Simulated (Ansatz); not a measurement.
The input, for Ansatz 0.2.0:

```yaml
crystal:
  periodic: [false, false, false]
  atoms:
    - {symbol: Ge, position_ang: [0.000000, 0.010692, 0.271396]}
    - {symbol: C, position_ang: [0.000000, -0.110084, -1.624423]}
    - {symbol: H, position_ang: [0.000001, 1.490409, 0.700986]}
    - {symbol: H, position_ang: [1.251558, -0.684470, 0.832348]}
    - {symbol: H, position_ang: [-1.251558, -0.684469, 0.832348]}
    - {symbol: H, position_ang: [0.000000, 0.419749, -2.567788]}
basis:
  gaussian: {orbitals: cc-pVDZ}
total_charge: 1
magnetization: {spin_polarized: true, initial_magnetization: 1}
hamiltonian: {xc: {name: wB97X-V}}
```

```sh
$ ansatz run in.yaml --threads 1 --pin off --events-out ev --progress --plain --max-ram 2393MiB
```

The program prints:

```
      + integral(e_c_pw_opposite_spin*poly(b97_u_opposite, cos0, cos1)) + vv10(b, c)
632 factors; integrals over basis functions are off by at most 8.8e-4 eV
201 factors; integrals over basis functions are off by at most 5.0e-6 eV
mean field evaluation 1: about -57599.7719 eV, gradient 9.2e0 eV
mean field evaluation 2: about -57600.2502 eV, gradient 5.7e0 eV
mean field evaluation 4: about -57600.4761 eV, gradient 3.4e-1 eV
mean field evaluation 8: about -57600.5202 eV, gradient 6.1e-2 eV
mean field evaluation 16: about -57600.5205 eV, gradient 3.7e-4 eV
mean field -57600.52045726 eV, -2116.7800837691 hartree, gradient 1.3e-5 eV, S^2 0.756084; 1 other end points of the search recorded, 0 dependent functions left out
reference -57600.52045583 eV, -2116.7800837169 hartree; 21, 20 occupied and 40, 41 virtual orbitals, 632 factors
Total energy: -57600.52045583 eV, -2116.7800837169 hartree
```

Ran on 1 thread of Intel Xeon Platinum 8259CL, shared host: 13 s wall, 0.24 GiB peak host memory.
